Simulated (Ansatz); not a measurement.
Basis-set extrapolation for `O=C/C(F)=C/F` (PBE0-D4/def2-TZVP geometry, frozen core, Ansatz). Multiplicity 1, RHF reference.

```
                      def2-TZVPP   def2-QZVPP
                 HF  -388.618631  -388.635601
    MP2 correlation    -1.181111    -1.278006
CCSD(T) correlation    -1.243305      not run
```

Energies in hartree. Use E(X) = E(∞) + A·exp(−7.88·√X) for Hartree–Fock and E(X) = E(∞) + B·X^(−2.97) for correlation, with X = 3 and 4, and add CCSD(T) minus MP2 of the smaller set to the MP2 limit.

What is the CCSD(T) energy at the basis-set limit?

HF limit: -388.635601 + (-0.016970) × 0.13774 = -388.63794. MP2 limit: -1.278006 + (-0.096895) × 0.74074 = -1.34978. Higher-order term: -1.243305 − (-1.181111) = -0.06219. Total: -390.04991 hartree, 118.0 kcal/mol below CCSD(T)/def2-TZVPP.
